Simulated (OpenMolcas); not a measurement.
**CHCl3: a line through the functionals**

CHCl3: 5 atoms, total charge 0, spin state singlet. As SMILES, `ClC(Cl)Cl`. The coordinates come from a PBE0-D4/def2-TZVP relaxation.

The electronic atomisation energy y, in eV, basis 6-311+G(d,p); a is the functional's share of exact exchange. Programs: OpenMolcas 26.06.

| functional | program | a | y (eV) |
| --- | --- | --- | --- |
| revPBE | OpenMolcas | 0 | 14.45 |
| PBE | OpenMolcas | 0 | 15.27 |
| B3LYP | OpenMolcas | 0.2 | 14.11 |
| PBE0 | OpenMolcas | 0.25 | ? |
| BHLYP | OpenMolcas | 0.5 | 13.47 |

Q: Fit y = c + s·a to the known rows and predict PBE0.

A: 
1. Means of the 4 rows: a = 0.1750, y = 14.325.
2. Σ(Δa)² = 0.1675, Σ(Δa·Δy) = -0.4705, so the slope is -0.4705/0.1675 = -2.809.
3. Intercept: 14.325 − (-2.809) × 0.1750 = 14.817. The largest residual of the fit is 0.45.
4. PBE0: 14.817 + (-2.809) × 0.25 = 14.11 eV.

The run gave 14.80 eV, so the prediction is off by -0.69 eV, more than the largest residual. The rows mix families of semi-local functionals, which the line can't see.
